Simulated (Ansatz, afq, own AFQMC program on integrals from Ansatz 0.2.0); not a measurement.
**Mo, septet → Mo, quintet**

A free Mo atom.

E(quintet, charge +0) − E(septet, charge +0) at this geometry, on UHF and ROHF determinants.

Basis def2-SVP with its core potentials. Only valence electrons are correlated. Ansatz 0.2.0 and our own AFQMC program on the same integrals; the CISD trial comes from CCSD amplitudes, and released means the phaseless constraint is let go. Uncertainties: one standard error, sampling alone. No spin–orbit coupling. The metal's outer-core s and p shells are frozen, which shifts wave-function levels against functionals. The errors of all members are added in quadrature.

No full CI on the walks' own integrals is used here; CCSDTQ serves as the reference and is uncertain by about the last step of the cluster series. Each member takes its own surest rung, up to full CI.

Errors are counted within def2-SVP, not against nature.

Cautions: no spin-orbit coupling; outer-core shells of the metal frozen; Mo (septet): the released energies have errors that jump between times, so the bars are unsure, so no released level is given (meV from the phaseless value at times in 1/Eh: -1.6 ± 0.5 at 0.60, -3.7 ± 0.6 at 1.20, -16 ± 12 at 2.00, -4.0 ± 1.2 at 3.00, -2.4 ± 1.3 at 4.20), though the last usable value meets full CI within the noise; Mo (quintet): a spin-contaminated unrestricted determinant lies lower (UHF 879 meV lower, ⟨S²⟩ 7.00), the released energies have errors that jump between times, so the bars are unsure, so no released level is given (meV from the phaseless value at times in 1/Eh: -11 ± 4 at 0.60, -18 ± 11 at 1.20, -16.0 ± 2.2 at 2.00, -17 ± 3 at 3.00, -20 ± 3 at 4.20), CCSDTQ on the UHF determinant differs (140 meV lower), perhaps since the unrestricted series falls towards higher spin, a state of other symmetry lies lower (by 46 meV), a state of higher spin lies lower, its ph-AFQMC/CISD value lies 47 ± 3 meV above CCSDTQ.

Reference (CCSDTQ): 1.577 eV.

```tsv
level	vertical spin gap (eV)	error against CCSDTQ (eV)
HF	2.352	0.775
MP2	1.919	0.342
CCSD	1.696	0.119
CCSD(T)	1.636	0.060
CCSDT	1.585	0.008
CCSDT(Q)	1.578	0.002
ph-AFQMC/CISD	1.619 ± 0.003	0.043 ± 0.003
```

Correlation beyond CCSD(T) takes off 0.060 eV. The perturbative (T) step is worth −0.059 eV.

CCSDT and higher add their correlation energy to the determinant of the CCSD(T) run, since their own runs factorise the integrals more tightly (a shift of under 2 meV). A walk keeps the symmetry of its determinant, which the program's search chose and which needn't be the lowest solution, so a lower state of the same spin and another symmetry isn't excluded.
